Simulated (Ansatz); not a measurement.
Process, species as SMILES: CCS → C[CH2] (C2H5) + [SH] (HS) (the C-S bond breaks)

Property: bond dissociation energy (enthalpy at 298 K), in kcal/mol. Terms: no dispersion term unless named; non-relativistic; valence correlation only; open shells spin-unrestricted; 6-31G* and kin with 6d, 5d where marked; 6-311+G** with 5d, 6d on Na to Ar in Ansatz (a program for electronic structure); no spin-orbit coupling; LANL2DZ with its own core potentials from Na on. Basis-set limits of correlation are two-point, X^-3; Hartree-Fock from the larger set. The bracket is a focal-point correction in the basis named. First-principles rows: single points at B3LYP-D3(BJ) geometries (Ansatz), with unscaled harmonic terms from B3LYP/6-31G* at its own minima.

Measured values: G2/97 table in ASE (Curtiss et al.); they hold spin-orbit and core effects, anharmonicity and other conformers. 

Value to compare with, the measured value: 74.2 kcal/mol.

| level | program | bond dissociation energy (enthalpy at 298 K) (kcal/mol) | error |
|---|---|---|---|
| B3LYP/STO-3G | Ansatz | 89.1 | 14.9 |
| B3LYP/3-21G | Ansatz | 63.5 | -10.7 |
| B3LYP/LANL2DZ | Ansatz | 58.0 | -16.2 |
| B3LYP/6-31G | Ansatz | 59.2 | -15.0 |
| B3LYP/6-31G* | Ansatz | 67.7 | -6.5 |
| B3LYP/6-31+G* | Ansatz | 66.0 | -8.2 |
| B3LYP/6-31G** | Ansatz | 67.3 | -6.9 |
| B3LYP/def2-SVP | Ansatz | 66.7 | -7.5 |
| B3LYP/cc-pVDZ | Ansatz | 65.9 | -8.3 |
| B3LYP/6-311+G** | Ansatz | 65.1 | -9.1 |
| B3LYP/def2-TZVPD | Ansatz | 66.3 | -7.9 |
| RI-MP2/CBS(aug-cc-pV(T+d)Z,aug-cc-pV(Q+d)Z)+[CCSD(T)-MP2]/aug-cc-pV(T+d)Z | Ansatz | 74.4 | 0.2 |

Among the 10 habitual levels, B3LYP/LANL2DZ lies farthest from the measured value (-16.2 kcal/mol); 1 of 10 lie above it, and their mean absolute error is 10.3 kcal/mol, the median 8.7. One case shows no general order.

The sets are all those run for this method; runs whose electronic state is in doubt are left out.
